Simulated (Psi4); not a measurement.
# AlNH3 (SMILES [NH2][AlH]), step by step

Wanted: a structure relaxation (UB3LYP/def2-TZVP), then vibrational wavenumbers, then a single-point energy (USCS-MP2/aug-cc-pVDZ) of AlNH3. 

The calculation is run with Psi4 1.11.

## (1) The molecule

AlNH3: 5 atoms, total charge 0, spin state doublet. As SMILES, `[NH2][AlH]`. Geometry: relaxed at PBE0-D4/def2-TZVP. This is one conformer, not always the lowest. The run starts from this shape.

Bond lengths: N1–Al2 1.774 Å, N1–H3 1.007 Å, N1–H4 1.009 Å, Al2–H5 1.604 Å. Angles: N1–Al2–H5 115.7°, Al2–N1–H3 125.4°, Al2–N1–H4 124.3°, H3–N1–H4 110.2°.

## (2) A structure relaxation at UB3LYP/def2-TZVP (density fitting) (run 1)

The input, job.py:

```python
import psi4

psi4.set_memory('1600 MB')
psi4.set_num_threads(1)
psi4.set_output_file('alh3n.out', False)

m = psi4.geometry("""
0 2
N     -0.116600    -0.660800     0.175100
Al     0.836600     0.833900     0.120800
H      0.148500    -1.505300     0.655500
H     -1.010300    -0.782800    -0.277400
H      0.191800     2.041400    -0.715400
units angstrom
symmetry c1
""")

psi4.set_options({
    'basis': 'def2-TZVP',
    'reference': 'uks',
    'geom_maxiter': 60,
})

energy_value, wavefunction = psi4.optimize('b3lyp', return_wfn=True)
print(f'total energy {energy_value:.8f} hartree = {energy_value * 27.211386:.5f} eV')
print(m.to_string(dtype='xyz', units='Angstrom'))
```

Started as:

```sh
python job.py
```

alh3n.out:

```text
[...]
  Running in c1 symmetry.
[...]
  Nuclear repulsion =   46.235092034097001
[...]
  Multiplicity = 2
[...]
  Nalpha       = 12
  Nbeta        = 11
[...]
    Number of basis functions: 86
[...]
   @DF-UKS iter   1:  -298.63975261401998   -1.82921e-01   1.12650e-02 DIIS/ADIIS
[...]
   @DF-UKS iter   5:  -299.02639599039549   -1.62004e-11   8.58717e-09 DIIS
[...]
   @S^2 Observed:                7.523650861E-01
[...]
    Orbital Energies [Eh]
    ---------------------
    Alpha Occupied:
       1A    -56.015026     2A    -14.287605     3A     -4.123482
       4A     -2.678701     5A     -2.676698     6A     -2.672244
       7A     -0.827318     8A     -0.479215     9A     -0.436975
      10A     -0.337992    11A     -0.266483    12A     -0.193036
    Alpha Virtual:
      13A     -0.040719    14A      0.009545    15A      0.066351
      16A      0.086581    17A      0.094790    18A      0.138608
      19A      0.149026    20A      0.165778    21A      0.193838
      22A      0.205627    23A      0.213173    24A      0.230159
      25A      0.273414    26A      0.359498    27A      0.405456
[...]
  @DF-UKS Final Energy:  -299.02639599039549
   => Energetics <=
    Nuclear Repulsion Energy =             46.1243189754681637
    One-Electron Energy =                -505.1422703053265764
    Two-Electron Energy =                 181.5495366596299505
    DFT Exchange-Correlation Energy =     -21.5579813201669879
    Empirical Dispersion Energy =           0.0000000000000000
    VV10 Nonlocal Energy =                  0.0000000000000000
    Total Energy =                       -299.0263959903954856
[...]
 Multipole Moments:
 ------------------------------------------------------------------------------------
     Multipole            Electronic (a.u.)      Nuclear  (a.u.)        Total (a.u.)
 ------------------------------------------------------------------------------------
 L = 1.  Multiply by 2.5417464519 to convert [e a0] to [Debye]
 Dipole X            :          2.1590031           -2.2730451           -0.1140420
 Dipole Y            :          1.1430211           -1.5702568           -0.4272357
 Dipole Z            :          0.7592711           -0.6550534            0.1042177
 Magnitude           :                                                    0.4543097
[...]
  -Total Gradient:
     Atom            X                  Y                   Z
    ------   -----------------  -----------------  -----------------
       1        0.000035971061    -0.000004165484     0.000021734536
       2       -0.000016814041     0.000006967417    -0.000011820512
       3       -0.000016125675    -0.000000113555    -0.000009228068
       4       -0.000006176525     0.000017198206    -0.000010016959
       5        0.000003797972     0.000003926915     0.000000331289
[...]
    Final optimized geometry and variables:
    Molecular point group: c1
    Full point group: C1
    Geometry (in Angstrom), charge = 0, multiplicity = 2:
    N           -0.578420526309    -0.959648747652     0.053628152577
    AL           0.376899496590     0.540740169587    -0.001676724172
    H           -0.312787766070    -1.804871169984     0.534840576893
    H           -1.473474688479    -1.083979135436    -0.398611609241
    H           -0.267330964365     1.745825224716    -0.836467966328
[...]
```

The script printed:

```text
Optimizer: Optimization complete!
total energy -299.02639599 hartree = -8136.92269 eV
5
0 2 AlH3N
N                    -0.578420526309    -0.959648747652     0.053628152577
Al                    0.376899496590     0.540740169587    -0.001676724172
H                    -0.312787766070    -1.804871169984     0.534840576893
H                    -1.473474688479    -1.083979135436    -0.398611609241
H                    -0.267330964365     1.745825224716    -0.836467966328
```

Run time: 13 s. Hardware: 1 thread of Intel Xeon 6975P-C (Granite Rapids), shared host; peak memory 0.5 GiB.

Steps, from the record of the run:

```tsv
step	energy from the first frame kept (eV)	largest force (eV/Å)
0	0.0000	0.1569
1	-0.0005	0.0205
2	-0.0005	0.0022
```

After the run. Bond lengths: N1–Al2 1.780 Å, N1–H3 1.008 Å, N1–H4 1.010 Å, Al2–H5 1.601 Å. Angles: N1–Al2–H5 115.8°, Al2–N1–H3 125.5°, Al2–N1–H4 124.4°, H3–N1–H4 110.1°.

## (3) Vibrational wavenumbers at UB3LYP/def2-TZVP (density fitting) (run 2)

The input, run.py:

```python
import psi4

psi4.set_memory('1600 MB')
psi4.set_num_threads(1)
psi4.set_output_file('alh3n.out', False)

geom = psi4.geometry("""
0 2
N     -0.22287997    -1.25533184     0.33199087
Al     1.58241319     1.57999245     0.22747956
H      0.27909365    -2.85256993     1.24135164
H     -1.91428690    -1.49028149    -0.52261699
H      0.36499493     3.85727306    -1.35004680
units bohr
""")

psi4.set_options({
    'basis': 'def2-TZVP',
    'reference': 'uks',
    't': 298.15,
    'rotational_symmetry_number': 1,
})

E, wfn = psi4.frequency('b3lyp', molecule=geom, return_wfn=True)
print(f'b3lyp energy: {E:.10f} Eh')
print('wavenumbers / cm^-1:', wfn.frequencies().np.round(1))
for k in ('ZPVE', 'ENTHALPY', 'GIBBS FREE ENERGY'):
    print(f'{k}: {psi4.variable(k):.8f} Eh')
```

Started as:

```sh
python run.py
```

alh3n.out, cut to the lines that bear on the results:

```text
[...]
  Running in c1 symmetry.
[...]
  Nuclear repulsion =   46.124321811549386
[...]
  Multiplicity = 2
[...]
  Nalpha       = 12
  Nbeta        = 11
[...]
    Number of basis functions: 86
[...]
   @DF-UKS iter   1:  -298.64043215333834   -1.87061e-01   1.12483e-02 ADIIS/DIIS
[...]
   @DF-UKS iter  13:  -299.02639514225802   -3.24007e-12   3.60112e-09 DIIS
[...]
   @S^2 Observed:                7.523704873E-01
[...]
  @DF-UKS Final Energy:  -299.02639514225802
   => Energetics <=
    Nuclear Repulsion Energy =             46.1249534074199872
    One-Electron Energy =                -505.1425353892892076
    Two-Electron Energy =                 181.5493148891008559
    DFT Exchange-Correlation Energy =     -21.5581280494896426
    Empirical Dispersion Energy =           0.0000000000000000
    VV10 Nonlocal Energy =                  0.0000000000000000
    Total Energy =                       -299.0263951422580249
[...]
 Multipole Moments:
[...]
  -Total Gradient:
     Atom            X                  Y                   Z
    ------   -----------------  -----------------  -----------------
       1       -0.000548283613    -0.000020524591    -0.000320535658
       2        0.000078138455    -0.000145271562     0.000131123778
       3       -0.000071617620    -0.000017271230    -0.000043673163
       4        0.000626381244     0.000046004344     0.000353700310
       5       -0.000084034427     0.000161010875    -0.000129399879
[...]
  ==> Harmonic Vibrational Analysis <==
[...]
  Freq [cm^-1]                 402.9686            480.6150            481.0286
[...]
  IR activ [km/mol]            179.6538            24.0054             14.5354
[...]
  Freq [cm^-1]                 723.3305            790.8716           1564.5418
[...]
  IR activ [km/mol]            112.1434            90.6219             39.5312
[...]
  Freq [cm^-1]                1812.4920           3544.8656           3638.0849
[...]
  IR activ [km/mol]            197.6033             9.5811             24.3966
[...]
  Total E_0, Enthalpy at 0 [K]                                                         -298.99578015 [Eh]
[...]
  Total H, Enthalpy at  298.15 [K]                                                     -298.99102980 [Eh]
[...]
  Total G, Gibbs energy at  298.15 [K]                                                 -299.02028608 [Eh]
[...]
```

The script printed:

```text
Warning: used thermodynamics relations inappropriate for low-frequency modes: ['402.9686' '480.6150' '481.0286']
b3lyp energy: -299.0263959905 Eh
wavenumbers / cm^-1: [ 403.   480.6  481.   723.3  790.9 1564.5 1812.5 3544.9 3638.1]
ZPVE: 0.03061584 Eh
ENTHALPY: -298.99102980 Eh
GIBBS FREE ENERGY: -299.02028608 Eh
```

Wall time 2 min (1 thread of Intel Xeon 6975P-C (Granite Rapids), shared host); peak memory 0.5 GiB.

## (4) The energy at USCS-MP2/aug-cc-pVDZ (density fitting) (run 3)

The input, calc.dat:

```
memory 1600 mb

molecule mol {
  0 2
  N     -0.117943    -0.664293     0.175682
  Al     0.837377     0.836096     0.120377
  H      0.147690    -1.509515     0.656895
  H     -1.012997    -0.788623    -0.276557
  H      0.193147     2.041181    -0.714414
}

set {
  basis       aug-cc-pVDZ
  reference   uhf
  freeze_core true
}

e = energy('scs-mp2')
```

Started as:

```sh
psi4 -i calc.dat -o calc.out -n 1
```

calc.out:

```text
[...]
  Running in c1 symmetry.
[...]
  Nuclear repulsion =   46.124321782672510
[...]
  Multiplicity = 2
[...]
  Nalpha       = 12
  Nbeta        = 11
[...]
    Number of basis functions: 77
[...]
   @UHF iter   1:  -297.97113013300009   -7.06165e-01   7.07425e-03 ADIIS/DIIS
[...]
   @UHF iter  14:  -298.11743434715623   -2.72848e-12   2.92991e-09 DIIS
[...]
   @S^2 Observed:                7.549947022E-01
[...]
    Orbital Energies [Eh]
    ---------------------
    Alpha Occupied:
       1A    -58.481926     2A    -15.536369     3A     -4.896814
       4A     -3.212050     5A     -3.208518     6A     -3.206514
       7A     -1.109796     8A     -0.639907     9A     -0.601965
      10A     -0.475049    11A     -0.396377    12A     -0.300073
    Alpha Virtual:
      13A      0.026446    14A      0.031039    15A      0.034998
      16A      0.045347    17A      0.074075    18A      0.078224
      19A      0.078251    20A      0.111701    21A      0.122093
      22A      0.148797    23A      0.149815    24A      0.186516
      25A      0.190038    26A      0.208772    27A      0.210589
[...]
  @UHF Final Energy:  -298.11743434715623
   => Energetics <=
    Nuclear Repulsion Energy =             46.1243217826725100
    One-Electron Energy =                -504.7414795766303541
    Two-Electron Energy =                 160.4997234468015677
    Total Energy =                       -298.1174343471562906
  UHF NO Occupations:
  HONO-2 :   10  A 1.9994836
  HONO-1 :   11  A 1.9981319
[...]
 Multipole Moments:
 ------------------------------------------------------------------------------------
     Multipole            Electronic (a.u.)      Nuclear  (a.u.)        Total (a.u.)
 ------------------------------------------------------------------------------------
 L = 1.  Multiply by 2.5417464519 to convert [e a0] to [Debye]
 Dipole X            :          2.2142864           -2.2730443           -0.0587578
 Dipole Y            :          1.2135305           -1.5702562           -0.3567257
 Dipole Z            :          0.7624899           -0.6550519            0.1074380
 Magnitude           :                                                    0.3771587
[...]
	SCS-MP2 Total Energy (a.u.)        :  -298.35774677473057
	SOS-MP2 Total Energy (a.u.)        :  -298.33949209461110
	SCSN-MP2 Total Energy (a.u.)       :  -298.21381905818703
[...]
	SOS-PI-MP2 Total Energy (a.u.)     :  -298.37650171918693
[...]
	MP2 Total Energy (a.u.)            :  -298.35724651039374
[...]
```

Wall time 4.2 s (1 thread of Intel Xeon 6975P-C (Granite Rapids), shared host); peak memory 0.35 GiB.

## (5) What came out

| quantity | value |
| --- | --- |
| run 1, UB3LYP/def2-TZVP: total energy at the end | -299.02640 Eh |
| run 1, UB3LYP/def2-TZVP: dipole moment | 1.15 D |
| run 1, UB3LYP/def2-TZVP: HOMO energy (highest over α and β) | -5.25 eV |
| run 1, UB3LYP/def2-TZVP: LUMO energy (lowest over α and β) | -2.39 eV |
| run 1, UB3LYP/def2-TZVP: ⟨S²⟩ | 0.752 |
| run 2, UB3LYP/def2-TZVP: lowest harmonic wavenumber | 403 cm⁻¹ |
| run 2, UB3LYP/def2-TZVP: highest harmonic wavenumber | 3638 cm⁻¹ |
| run 2, UB3LYP/def2-TZVP: zero-point energy | 80.4 kJ/mol |
| run 2, UB3LYP/def2-TZVP: ideal-gas entropy at 298.15 K (symmetry number 1 as used) | 61.6 cal/(mol K) |
| run 3, USCS-MP2/aug-cc-pVDZ: total energy | -298.35775 Eh |
| run 3, USCS-MP2/aug-cc-pVDZ: HOMO energy (Hartree–Fock orbitals) (highest over α and β) | -8.17 eV |
| run 3, USCS-MP2/aug-cc-pVDZ: LUMO energy (Hartree–Fock orbitals) (lowest over α and β) | 0.59 eV |
| run 3, USCS-MP2/aug-cc-pVDZ: correlation energy (6 core orbitals frozen) | -240.3 mEh |
| run 3, USCS-MP2/aug-cc-pVDZ: ⟨S²⟩ of the reference determinant | 0.755 |

What this shows: The optimisation (run 1, UB3LYP/def2-TZVP) took 3 steps and changed the energy by -0.001 eV. All 9 modes (run 2, UB3LYP/def2-TZVP) are real, so the shape is a minimum at this level.
